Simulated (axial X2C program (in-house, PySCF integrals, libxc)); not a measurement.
# Al₂⁻: cheaper levels and CCSD(T), with spin–orbit coupling

All values were computed with an axial X2C code built on PySCF integrals. Two-component (2c) means X2C with spin–orbit coupling and atomic mean-field two-electron Coulomb and Gaunt terms. Basis: Al dyall-av3z [9s9p3d2f] (cores contracted in-house); Gaussian nuclei, density fitting, unrestricted open shells. Masses: Al 26.982 u.

State: Ω = 3/2 (⟨Sz⟩ = 1.50, ⟨Lz⟩ = 0.00 at HF); fragments Al- + Al.

| level | Re (Å) | ωe (cm⁻¹) | De (eV) |
| --- | --- | --- | --- |
| PBE0 | 2.563 | 325.8 | 2.51 |
| HF | 2.591 | 321.1 | 1.60 |
| MP2 | 2.547 | 344.6 | 2.48 |
| CCSD | 2.562 | 333.2 | 2.30 |
| TPSSh | 2.561 | 325.7 | 2.49 |

Correlated methods: 7 electrons correlated (number of frozen shells: Al 2 s, 1 p), 205 virtual spin orbitals or spinors in MP2, 90 natural virtuals in coupled cluster.

CCSD(T), same Hamiltonian and basis:

Re = 2.564 Å, ωe = 331.9 cm⁻¹, De = 2.47 eV; T1 = 0.026 (Lee–Taylor normalisation).

(1) Give the differences from CCSD(T) in the columns below.

The state is one determinant whose occupation by symmetry is held fixed; it was picked as the lowest of a PBE0 search that is not exhaustive. Dissociation energies refer to the lowest single-determinant-based atoms at the same level and basis. Density functionals use the spin component along the axis (collinear). CCSD and (T) use frozen natural virtuals with an MP2 correction for the truncation; (T) itself is uncorrected, so its De runs slightly low. In 2c an atomic determinant is not the ground J level, so De misses part of the atomic spin–orbit lowering. This holds for PBE0, MP2, CCSD, TPSSh, CCSD(T). Other states lie close and PBE0, whose exact exchange favours high spin, may order them wrongly; the determinant shown need not be the ground state. The nearest other 2c determinant of the search, Ω = 1/2, lies 0.18 eV up at the distance of the search. The functionals have no current-density term, which raises determinants with orbital currents, atoms included. With several unpaired electrons one determinant need not be a pure state. The highest occupied level of some functionals is positive through self-interaction error; at Hartree–Fock it is bound. This is the top spin component of a Σ state; components of lower Ω are not single determinants and can lie lower. Hartree–Fock gets electron affinities wrong, so its lowest charge split need not be the true one.

Results:

(1) 

| level | ΔRe (Å) | Δωe (cm⁻¹) | ΔDe (eV) |
| --- | --- | --- | --- |
| PBE0 | -0.001 | -6 | 0.04 |
| HF | 0.027 | -11 | -0.87 |
| MP2 | -0.017 | 13 | 0.01 |
| CCSD | -0.002 | 1 | -0.17 |
| TPSSh | -0.003 | -6 | 0.02 |
